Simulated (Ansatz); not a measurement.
A made-up structure of CH$_{3}$BN, doublet:

C1  (1.356, -1.581, 0.978)
B2  (0.589, -0.667, 0.433)
N3  (-0.309, 0.376, -0.217)
H4  (-1.022, 0.718, 0.429)
H5  (0.226, 1.164, -0.581)
H6  (-0.792, -0.058, -1.004)
(Å)

It is relaxed with PBE-D4/def2-SVP and then PBE0-D4/def2-TZVP (Ansatz 0.2.0). Atoms count as bonded within 1.22 times the sum of their covalent radii (H–H: 0.88 Å). The end point is not checked to be a true minimum.

Question: Does its bonding change? (A judgement: the text doesn't fix the answer.)

Answer: Computed: No: no bond forms or breaks.

Where it ends: The first stage lowers the energy by 0.23 eV in 10 steps. It ends as CH₃BN ([C][B][NH3]):
| atom | x (Å) | y (Å) | z (Å) |
| --- | --- | --- | --- |
| C1 | 1.2650 | -1.7062 | 0.8085 |
| B2 | 0.6656 | -0.4887 | 0.6114 |
| N3 | -0.2930 | 0.3908 | -0.1894 |
| H4 | -1.0691 | 0.7442 | 0.3703 |
| H5 | 0.1696 | 1.1900 | -0.6228 |
| H6 | -0.6898 | -0.1773 | -0.9393 |

Labels in which every atom is bracketed show which atoms are joined, not bond orders.

For scale, one of the runs: PBE0-D4/def2-TZVP relaxation, 111 basis functions, launched by `ansatz run in.yaml --threads 2 --pin off --events-out ev --progress --plain --max-ram 4352MiB`. Hardware: 2 CPU threads of an Arm Neoverse N1, shared host. Wall time about 55 s.
